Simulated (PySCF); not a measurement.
Electronic absorption of SiMe2

Species: SiMe2, C2H6Si.
SMILES: `C[Si]C`

Level of theory: PySCF 2.14.0, density-fitted response routines, TDDFT wB97X-D/def2-SVPD, vertical, gas phase, core orbitals frozen in the response. Isolated species at its PBE0-D3(BJ)/def2-SVP geometry, gas phase.

**Question.** Predict the UV-vis stick spectrum at this level.

**Answer.** 

| state | E (eV) | ν̃ (cm⁻¹) | f | main configurations (H = HOMO, L = LUMO) |
| --- | --- | --- | --- | --- |
| S1 | 2.56 | 20640 | 0.021 | H→L (99%) |
| S2 | 4.84 | 39010 | 0.0000 | H-1→L (99%) |
| S3 | 6.12 | 49380 | 0.0025 | H→L+1 (94%) |
| S4 | 6.24 | 50330 | 0.269 | H→L+2 (95%) |
| S5 | 6.73 | 54290 | 0.385 | H→L+3 (90%) |
| S6 | 7.62 | 61420 | 0.015 | H→L+4 (84%) |
| S7 | 7.78 | 62750 | 0.0000 | H-3→L (92%) |
| S8 | 7.91 | 63820 | 0.049 | H-2→L (88%) |
| S9 | 7.98 | 64360 | 0.0001 | H→L+8 (84%) |
| S10 | 8.04 | 64850 | 0.0092 | H→L+5 (87%) |

Triplets (Tamm–Dancoff): T1 1.32 eV, H→L (98%); T2 4.50 eV, H-1→L (98%); T3 5.15 eV, H→L+2 (79%), H→L+6 (14%); T4 5.80 eV, H→L+1 (91%).

The lowest singlet lies at 2.56 eV (485 nm, visible) and is weak; its leading configuration is HOMO→LUMO (99%). The most intense listed level is S5 at 6.73 eV (184 nm, f = 0.385), 4.17 eV above S1. Löwdin shares by element: HOMO silicon 69%, carbon 26%; LUMO silicon 68%, carbon 24%. Of the 10 states listed, 5 reach f = 0.01 and 3 stay under 0.0005. Weighted by f, the mean energy of these states is 6.55 eV. Orbital energies (eV): HOMO-3 -12.91, HOMO-2 -12.86, HOMO-1 -10.43, HOMO -7.79, LUMO -0.37, LUMO+1 2.28, LUMO+2 2.50. S1 lies in the visible range (380 to 750 nm), at 485 nm, f = 0.021; light of that wavelength is green-blue, and its complementary colour is orange. The vertical ionisation energy (ΔSCF) is 8.16 eV, 0.12 eV above S10. Singlets were solved by full linear response, triplets in the Tamm–Dancoff approximation.
